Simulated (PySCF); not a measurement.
# Static response to an electric field

Species: carbon suboxide, C3O2.
Numbering: `[O:1]=[C:2]=[C:3]=[C:4]=[O:5]`

Cartesian coordinates in Å at the GFN2-xTB level; atoms count from 1:
```xyz
5
C3O2 angstrom
O     -2.1319   -0.1963    1.1572
C     -1.1148   -0.1025    0.6165
C      0.0019    0.0003    0.0226
C      1.1183    0.1036   -0.5718
O      2.1351    0.1978   -1.1129
```

Level: CAM-B3LYP/def2-SVPD (PySCF), static field, nuclei fixed, core orbitals frozen in the response. The polarisability tensor in these axes (au):

```
x    70.42   4.30 -24.76
y     4.30  24.28  -2.29
z   -24.76  -2.29  37.05
```

Q: Give the principal values, the mean and the anisotropy Δα = √{½[(α1 − α2)² + (α2 − α3)² + (α1 − α3)²]}.

A: Principal values 23.88, 23.88 and 83.99 au; mean 43.92 au = 6.51 Å³ = 7.24 × 10⁻⁴⁰ C²·m²/J; Δα = 60.11 au (137 % of the mean).

Q: What is the dipole moment?

A: 0.00 D; point group D∞h allows none.

Q: Molar refractivity from α?

A: Lorentz–Lorenz: R = (4π/3)N_A α = 2.5225 cm³/(mol·Å³) × 6.51 Å³ = 16.4 cm³/mol, in the limit of long wavelengths.

Q: Traceless (Buckingham) quadrupole moment about the centre of nuclear charge: eigenvalues?

A: -8.43, 4.22, 4.22 D·Å. With no charge and no dipole, the values don't depend on the origin. The electronic extent ⟨r²⟩ about the same centre is 469 bohr², a root-mean-square distance of 1.97 Å for the 34 electrons.

Q: Form Σ f/ω² (atomic units) for the 8 lowest TDDFT singlets, given as eV and f, and set it beside the mean polarisability, which is this sum over all singlets: 4.35, 0.0000; 4.55, 0.0000; 4.55, 0.0000; 7.33, 0.0145; 7.33, 0.0145; 8.65, 0.0000; 8.65, 0.0000; 9.31, 0.0000.

A: They add up to 0.40 au, 0.9 % of the 43.92 au; the largest single term is 0.20 au, from the state at 7.33 eV. Terms in order: 0.00, 0.00, 0.00, 0.20, 0.20, 0.00, 0.00, 0.00 au. Higher excitations give the rest. The strengths listed sum to 0.029.

Q: Find the Langevin capture rate constant for NH4+ (18.034 u) meeting this molecule (67.990 u), k = 2.342 × 10⁻⁹ cm³/s × √(α in Å³ / reduced mass in u).

A: The reduced mass is 14.25 u, so k = 1.58 × 10⁻⁹ cm³/s.

Isolated species at its GFN2-xTB geometry, gas phase.
